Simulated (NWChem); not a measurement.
System meant: S anion, doublet

The following NWChem deck was run.

```
start job
memory heap 200 mb stack 700 mb global 900 mb
charge -1
geometry units angstroms noautoz
  S      0.000000     0.000000     0.000000
end
basis spherical
  S library def2-svp
end
dft
  odft
  mult 2
  xc xpbe96 cpbe96
  iterations 4
  mulliken
end
task dft energy
```

End of the output:

```
    Atom       Charge   Shell Charges
 -----------   ------   -------------------------------------------------------
    1 S   16     1.00   0.00  0.00  0.01 -0.01  0.01  0.33  0.66  0.00

     -------------------------------------------
      Total Density - Lowdin Population Analysis
     -------------------------------------------

    Atom       Charge   Shell Charges
 -----------   ------   -------------------------------------------------------
    1 S   16    17.00   2.00  1.96  1.06  0.98  5.81  1.93  3.26  0.00

     ------------------------------------------
      Spin Density - Lowdin Population Analysis
     ------------------------------------------

    Atom       Charge   Shell Charges
 -----------   ------   -------------------------------------------------------
    1 S   16     1.00   0.00  0.00  0.00 -0.00  0.02  0.34  0.64  0.00

   alpha - beta orbital overlaps
   -----------------------------

   alpha      1      2      3      4      5      6      7      8      9     10
    beta      1      2      3      4      5      6      9      8      7     10
 overlap   1.000  1.000  1.000  1.000  1.000  0.999  1.000  0.888  0.888  1.000

   alpha     11     12     13     14     15     16     17     18
    beta     18     15     17     16     12     11     13     14
 overlap   0.999  1.000  0.952  0.952  0.898  0.898  0.836  0.836

     --------------------------
     Expectation value of S2:
     --------------------------
      <S2> =      0.7516 (Exact =     0.7500)

 ------------------------------------------------------------------------
 dft energy failed                                                                                  0
 ------------------------------------------------------------------------
 ------------------------------------------------------------------------
  current input line :
    17: task dft energy
 ------------------------------------------------------------------------
 ------------------------------------------------------------------------
 This type of error is most commonly associated with calculations not reaching convergence criteria
 ------------------------------------------------------------------------
 For more information see the NWChem manual at https://nwchemgit.github.io

0:dft energy failed:Received an Error in Communication
```

Problem. What is wrong, and how is it mended?

Solution. The run did not converge; its last values are not results. Cause: the SCF was allowed too few iterations. This input runs:
```
start job
memory heap 200 mb stack 700 mb global 900 mb
charge -1
geometry units angstroms noautoz
  S      0.000000     0.000000     0.000000
end
basis spherical
  * library def2-svp
end
dft
  odft
  mult 2
  xc xpbe96 cpbe96
  iterations 150
  mulliken
end
task dft energy
```
It converges to -397.83562 Ha (PBE/def2-SVP, spin-unrestricted).
